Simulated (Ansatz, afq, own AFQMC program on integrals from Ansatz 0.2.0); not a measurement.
## SiH2Cl, doublet: AFQMC among the cluster methods

```yaml
atoms:
  - { symbol: Cl, position_ang: [-1.4212, 0.0227, 0.0000] }
  - { symbol: H, position_ang: [0.0368, 0.0227, 0.0000] }
  - { symbol: Si, position_ang: [1.7168, 0.0227, 0.0000] }
  - { symbol: H, position_ang: [2.1133, -1.4568, 0.0000] }
```

Connectivity, by distances: Cl ··· SiH, 1 bridging H.

Basis cc-pVTZ. Noble-gas cores (and the filled d shells of Ga–Kr and In–Xe) are frozen. Integrals, coupled cluster, full CI and functionals: Ansatz 0.2.0; the random walks run on the same integrals in our own AFQMC program. The CISD trial takes its coefficients from CCSD amplitudes. Released means that phaseless walkers are propagated on without the constraint, phases kept. ± is one standard error of the sampling.

Determinant: UHF, the one that the program's search chose, which needn't be the lowest solution. The geometry is a point of a scan.

No full CI on the walks' own integrals is used here; CCSDT(Q) serves as the reference and is uncertain by about the last step of the cluster series.

Cautions: an unrestricted solution with more broken spin lies lower (12 meV, ⟨S²⟩ 0.94); the ph-AFQMC/CISD walk drifts between its halves (2.1 errors).

The T1 diagnostic is 0.0176. The weight of the determinant in the CISD state is 0.842, the ⟨S²⟩ of the determinant is 0.798 and the size of the correlated space is 13 electrons in 86 orbitals.

Reference: CCSDT(Q), correlation energy -9.644 eV. The released energy is read at 2.40 1/Eh (meV from the phaseless value at times in 1/Eh: -3 ± 5 at 0.24, -18 ± 7 at 0.51, -20 ± 5 at 0.99, -15 ± 6 at 1.62, -14 ± 9 at 2.40).

```json
{"level": "HF", "E − E(reference) (kcal/mol)": "222.40", "share of correlation (%)": "0.00"}
{"level": "MP2", "E − E(reference) (kcal/mol)": "35.49", "share of correlation (%)": "84.04"}
{"level": "CCSD", "E − E(reference) (kcal/mol)": "9.72", "share of correlation (%)": "95.63"}
{"level": "CCSD(T)", "E − E(reference) (kcal/mol)": "1.32", "share of correlation (%)": "99.41"}
{"level": "CCSDT", "E − E(reference) (kcal/mol)": "0.43", "share of correlation (%)": "99.80"}
{"level": "ph-AFQMC/HF", "E − E(reference) (kcal/mol)": "0.77 ± 0.65", "share of correlation (%)": "99.65"}
{"level": "ph-AFQMC/CISD", "E − E(reference) (kcal/mol)": "0.39 ± 0.13", "share of correlation (%)": "99.82"}
{"level": "released AFQMC", "E − E(reference) (kcal/mol)": "0.06 ± 0.20", "share of correlation (%)": "99.97"}
```

A walk keeps the symmetry of its determinant, which the program's search chose and which needn't be the lowest solution, so a lower state of the same spin and another symmetry isn't excluded. Released energies are given only where the last usable release times agree within the noise; a slower fall can still hide under it.
